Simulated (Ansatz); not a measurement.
# C₂H₄B (charge -1), SMILES [BH3-]C#C: a composite energy at a relaxed geometry

Computed with Ansatz's Python interface.

The cells in order, each with its output:

**Cell 1**
```python
import itertools

import ansatz as az
from ase.data import atomic_numbers, covalent_radii
import numpy as np

params = {
    "basis_set": "def2-SVP",
    "xc": "r2scan",
    "charge": -1,
}
```

**Cell 2**
```python
system = (
    az.Crystal.molecule()
    .atom("B", [-0.9822, -0.0182, -0.0955])
    .atom("C", [0.5539, 0.0103, 0.0539])
    .atom("C", [1.7534, 0.0325, 0.1705])
    .atom("H", [-1.3005, -0.9651, -0.7442])
    .atom("H", [-1.3466, 0.9767, -0.6397])
    .atom("H", [-1.4846, -0.0881, 0.9822])
    .atom("H", [2.8065, 0.0519, 0.2729])
)
```

**Cell 3**
```python
calculation = (
    system.calculation()
    .basis(gaussian=params["basis_set"])
    .functional(params["xc"])
    .charge(params["charge"])
    .accuracy("medium")
)
symbols = [site.symbol for site in system.cartesian_sites]
start = np.array([site.position_ang for site in system.cartesian_sites], dtype=float)
rep = calculation.relax(force_tolerance=0.01, max_steps=100).run(threads=1).report
end = np.array(rep["positions_ang"])
# pairs closer than 1.2 times the sum of covalent radii, before or after
radius = [covalent_radii[atomic_numbers[s]] for s in symbols]
span = lambda where, i, j: np.linalg.norm(where[i] - where[j])
bonded = [(i, j) for i, j in itertools.combinations(range(len(symbols)), 2) if min(span(start, i, j), span(end, i, j)) < 1.2 * (radius[i] + radius[j])]
print("pair        before    after (A)")
for i, j in bonded:
    print(f"{symbols[i]}{i}-{symbols[j]}{j}".ljust(10), f"{span(start, i, j):8.4f} {span(end, i, j):8.4f}")
```
Output:
```text
pair        before    after (A)
B0-C1        1.5436   1.5811
B0-H3        1.1911   1.2458
B0-H4        1.1911   1.2458
B0-H5        1.1911   1.2458
C1-C2        1.2054   1.2318
C2-H6        1.0582   1.0737
```

**Cell 4**
```python
minimum = az.Crystal.molecule()
for symbol, place in zip(symbols, end):
    minimum = minimum.atom(symbol, place.tolist())
at_minimum = minimum.calculation().charge(params["charge"])
# MP2 extrapolated to the basis limit, plus the small-basis difference CCSD(T) - MP2
level = lambda method, basis: at_minimum.basis(gaussian=basis).correlation(method).run(threads=1).report
small, large, cluster = level("mp2", "cc-pVDZ"), level("mp2", "cc-pVTZ"), level("ccsd_t", "cc-pVDZ")
corr = lambda each: (each["free_energy_ev"] - each["reference_energy_ev"]) / 27.211386246
mp2_limit = (27 * corr(large) - 8 * corr(small)) / 19
pieces = {"HF / cc-pVTZ": large["reference_energy_ev"] / 27.211386246, "MP2 correlation, DZ-TZ limit": mp2_limit, "CCSD(T) - MP2 / cc-pVDZ": corr(cluster) - corr(small)}
for name, value in pieces.items():
    print(f"{name:32s} {value:14.6f} Ha")
print(f"{'sum':32s} {sum(pieces.values()):14.6f} Ha")
print("T1 diagnostic", round(cluster["correlation"]["coupled_cluster"]["t1_diagnostic"], 4))
```
Output:
```text
HF / cc-pVTZ                        -102.720680 Ha
MP2 correlation, DZ-TZ limit          -0.485440 Ha
CCSD(T) - MP2 / cc-pVDZ               -0.048868 Ha
sum                                 -103.254988 Ha
T1 diagnostic 0.0127
```

What to keep in mind:
- The settings weren't tested for convergence.
- The sum leaves out core correlation, relativity, the Hartree-Fock basis error and zero-point energy; a DZ-TZ extrapolation is rough.
- Inner cores stay frozen, so this is valence correlation.
- An extrapolation from small basis sets is rough.
- Anions want diffuse functions, which this basis lacks.
- The whole script took 15 s on 1 thread of Arm Neoverse V1, with other jobs on the host, peak memory 0.24 GiB.
